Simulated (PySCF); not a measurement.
# Threshold energies of Si2 in a plasma

PBE0 in PySCF with def2-TZVP on every atom, for the lowest determinant that a PBE0 search found; no spin–orbit coupling.

```json
{"species": "Si2", "state (unpaired electrons)": "triplet (π ↑↑)", "Re (Å)": "2.255", "ωe (cm⁻¹)": "519", "energy of the minimum from the neutral (eV)": "0.00", "De (eV)": "3.34", "dissociates to": "Si + Si"}
{"species": "Si₂⁺", "state (unpaired electrons)": "quartet (σ ↑, π ↑↑)", "Re (Å)": "2.273", "ωe (cm⁻¹)": "472", "energy of the minimum from the neutral (eV)": "7.85", "De (eV)": "3.71", "dissociates to": "Si⁺ + Si"}
```

Question: Work out the lowest energy to break Si2 into atoms, from its vibrational ground state.

Answer: D0 = De − ωe/2 = 3.34 − 0.03 = 3.31 eV (PBE0/def2-TZVP).

Question: Work out the ionisation energy of the Si atom at this level and the threshold of dissociative ionisation.

Answer: IE(Si) = 7.85 + 3.71 − 3.34 = 8.22 eV, so Si⁺ + Si + e⁻ appears at D0 + IE(Si) = 11.53 eV (PBE0/def2-TZVP). The measured IE(Si) is 8.152 eV (NIST ASD).

These are thermodynamic thresholds; the onsets seen under electron impact lie higher where the geometry changes, and cross-sections peak well above them.

States were picked by a PBE0 search and need not be the measured ground states.
